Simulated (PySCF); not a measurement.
Molecule (SMILES): C1CN1.
Geometry (B3LYP-D3(BJ)/def2-TZVP, fixed):
```
C
H 1 1.0830
H 1 1.0841 2 114.71
N 1 1.4686 2 114.80 3 -142.73
H 4 1.0144 1 110.39 2 146.03
C 4 1.4686 5 110.39 1 -65.01
H 6 1.0830 4 114.80 5 -146.03
H 6 1.0841 7 114.71 4 -142.73
```
Charge 0, spin multiplicity 1.

Basis-set convergence of the lowest singlet excitation energy at PBE0 with PySCF. Tamm-Dancoff approximation; the state is taken by its order, and sets in which it differs in degeneracy or brightness are left out, yet its character can still change. All functions are spherical. Density fitting with generated auxiliary sets. No added dispersion term, no relativity. Reference: the value in aug-pcseg-2, 6.075 eV, itself unsure by roughly 0.005 eV (its distance from aug-cc-pVTZ). Deviations are taken from unrounded values. Cost is core time over that of 6-311+G**, rough, on shared machines of one kind.

```
basis              functions  lowest singlet excitation energy (eV)  minus reference (eV)  cost
-----------------  ---------  -------------------------------------  --------------------  ----
6-311+G**                 96                                  6.327                 0.252    1×
def2-SVPD                100                                  6.797                 0.722    1×
aug-cc-pVDZ              114                                  6.075                -0.001    1×
aug-pcseg-1              114                                  6.086                 0.010    1×
6-311++G(2d,2p)          131                                  6.121                 0.045    1×
def2-TZVPD               156                                  6.434                 0.359    3×
d-aug-cc-pVDZ            161                                  6.028                -0.047    2×
def2-TZVPPD              196                                  6.426                 0.351    4×
6-311++G(3df,3pd)        207                                  6.125                 0.049    4×
aug-cc-pVTZ              253                                  6.080                 0.005    7×
aug-pcseg-2              253                                  6.075                 0.000    6×
```

The smallest set listed that lies within 0.1 eV of the reference with all its larger relatives (same family, alike in diffuse functions; a set with none counts only in the reference's own line) is aug-cc-pVDZ (114 functions, 1× in cost, -0.001 eV off), level with aug-pcseg-1. Inside, with no larger relative to test it: d-aug-cc-pVDZ.
